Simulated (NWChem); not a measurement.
Species: chloromethane (CH3Cl); SMILES ClC

Results from NWChem. Pople sets run with spherical d functions. Geometry: optimised at PBE0/def2-SVP. Level: PBE0/6-31G* with SMD (1 M gas to 1 M solution), gas-phase geometry.

Estimate the computed values for solvent chloroform. Quantities: solvation free energy (kcal/mol); cavity-dispersion-structure term (kcal/mol); dipole in solution (D).


- solvation free energy (kcal/mol): -3.3
- cavity-dispersion-structure term (kcal/mol): -0.9
- dipole in solution (D): 2.44
